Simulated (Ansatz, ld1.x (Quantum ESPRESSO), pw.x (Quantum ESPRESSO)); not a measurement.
## From atom to crystal: TM potential for hafnium (Hf)

ld1.x (Quantum ESPRESSO) 7.5 input, shortened:

```
&input
   title='Hf', zed=72., rel=1, dft='PBESOL', iswitch=3,
   config='[Xe] 4f14 5d2 6s0 6p0'
 /
 &inputp
   pseudotype=2, tm=.true., lloc=0,
   nlcc=.false.
 /
3
6P  2  1   0.00   0.00  2.85  2.85  0.0
5D  3  2   2.00   0.00  2.60  2.60  0.0
6S  1  0   0.00   0.00  2.65  2.65  0.0
 &test
   configts(1)='5d2 6s0 6p0'
 /
```

Atomic tests: cutoffs needed: 21 Ry and 30 Ry (the cutoffs (Ry, on a coarse ladder) from which the occupation-weighted sum of valence levels, in a spherical-Bessel basis at the reference potential, stays within 10 and 1 mRy of its value at 400 Ry); ghost test: no extra level below or beside the all-electron valence levels (p, d, s, f tested) (spherical-Bessel basis up to 400 Ry, 20 bohr box); largest excitation error: +329 meV (all-electron minus pseudo) for 5d1 6s2 6p1, out of 7 test configurations.

Crystal test: sc Hf in pw.x 7.5, no spin, 11³ k-points, Fermi–Dirac smearing 0.01 Ry, cutoffs 40/160 Ry. The reference is all-electron LAPW (Ansatz 0.2.0) with the same functional, mesh and smearing; V0 and B0 come from Birch–Murnaghan fits to the pressures at five volumes. Errors are pseudo minus all-electron; Δ is the rms difference of the E(V) curves that follow from these fits, minima aligned, over ±6 % about the mean V0. Mesh and smearing are coarse, so the numbers serve the comparison and aren't converged zero-temperature values; the lattice is a test structure that the element need not adopt.

All-electron: a0 = 2.868 Å (V0 = 23.60 Å³/atom), B0 = 77.8 GPa.

**Question.** How far does the potential miss the all-electron equation of state?

**Answer.** mean pressure error (GPa): -3.93. The pressure does not cross zero within the volumes sampled, so no fit is given. The largest radius (2.85 bohr) exceeds half the bond length (2.72 bohr), so the spheres overlap, which is one possible source of error among others. This is a poor potential for the solid.

```tsv
V (Å³/atom)	P all-electron (GPa)	P pseudo (GPa)
22.574	3.72	-0.77
23.168	1.48	-2.69
23.762	-0.53	-4.43
24.356	-2.33	-5.99
24.950	-3.95	-7.40
```

**Question.** At the middle volume, how do free energy and pressure move when the wave cutoff is lowered (ecutrho kept at four times it)?

**Answer.**

```tsv
cutoff (Ry)	shift of F (meV/atom)	shift of P (GPa)
18	+356.9	-9.56
24	+27.4	-1.40
32	+2.4	+0.04
```

Input at the middle volume:

```
&control
  calculation='scf', prefix='x', pseudo_dir='./', outdir='./tmp', tstress=.true., disk_io='low'
/
&system
  ibrav=0, nat=1, ntyp=1, ecutwfc=40, ecutrho=160, nbnd=9,
  occupations='smearing', smearing='fd', degauss=0.01
/
&electrons
  conv_thr=1e-09, mixing_beta=0.4, electron_maxstep=70
/
ATOMIC_SPECIES
Hf 1.0 Hf.UPF
CELL_PARAMETERS angstrom
  2.87493258 0.00000000 0.00000000
  0.00000000 2.87493258 0.00000000
  0.00000000 0.00000000 2.87493258
ATOMIC_POSITIONS crystal
Hf 0.0000 0.0000 0.0000
K_POINTS automatic
11 11 11 0 0 0
```

```bash
pw.x < Hf.scf.in > Hf.scf.out
```

Lines of the output:

```
Message from routine setup:
     using ibrav=0 with symmetry is DISCOURAGED, use correct ibrav instead
     lattice parameter (alat)  =       5.4328  a.u.
     unit-cell volume          =     160.3539 (a.u.)^3
     number of electrons       =         4.00
     number of Kohn-Sham states=            9
     kinetic-energy cutoff     =      40.0000  Ry
     charge density cutoff     =     160.0000  Ry
     scf convergence threshold =      1.0E-09
     Exchange-correlation= PBESOL
     number of k points=    56  Fermi-Dirac smearing, width (Ry)=  0.0100
     iteration #  1     ecut=    40.00 Ry     beta= 0.40
     total energy              =      -6.12911612 Ry
     estimated scf accuracy    <       0.61417886 Ry
     iteration #  2     ecut=    40.00 Ry     beta= 0.40
     total energy              =      -6.06865634 Ry
     estimated scf accuracy    <       0.14685778 Ry
     iteration #  3     ecut=    40.00 Ry     beta= 0.40
     total energy              =      -6.09174448 Ry
     estimated scf accuracy    <       0.00346326 Ry
     iteration #  4     ecut=    40.00 Ry     beta= 0.40
     total energy              =      -6.08845080 Ry
     estimated scf accuracy    <       0.01384104 Ry
     iteration #  5     ecut=    40.00 Ry     beta= 0.40
     total energy              =      -6.08952168 Ry
     estimated scf accuracy    <       0.00021152 Ry
     iteration #  6     ecut=    40.00 Ry     beta= 0.40
     total energy              =      -6.08953133 Ry
     estimated scf accuracy    <       0.00003091 Ry
     iteration #  7     ecut=    40.00 Ry     beta= 0.40
     total energy              =      -6.08953817 Ry
     estimated scf accuracy    <       0.00000029 Ry
     iteration #  8     ecut=    40.00 Ry     beta= 0.40
     total energy              =      -6.08953836 Ry
     estimated scf accuracy    <       0.00000001 Ry
     iteration #  9     ecut=    40.00 Ry     beta= 0.40
     total energy              =      -6.08953837 Ry
     estimated scf accuracy    <          1.1E-09 Ry
     iteration # 10     ecut=    40.00 Ry     beta= 0.40
     the Fermi energy is     7.4848 ev
!    total energy              =      -6.08953837 Ry
     estimated scf accuracy    <          3.5E-11 Ry
     smearing contrib. (-TS)   =      -0.00726605 Ry
     The total energy is F=E-TS. E is the sum of the following terms:
     one-electron contribution =       4.32942764 Ry
     hartree contribution      =       0.05357527 Ry
     xc contribution           =      -2.10927727 Ry
     ewald contribution        =      -8.35599797 Ry
     convergence has been achieved in  10 iterations
          total   stress  (Ry/bohr**3)                   (kbar)     P=      -44.27
```

The run at the middle volume (56 k-points, 10 iterations) took about 4.5 s on one core of a shared host (Neoverse-V1, 32 threads, 247 GiB, load 29).
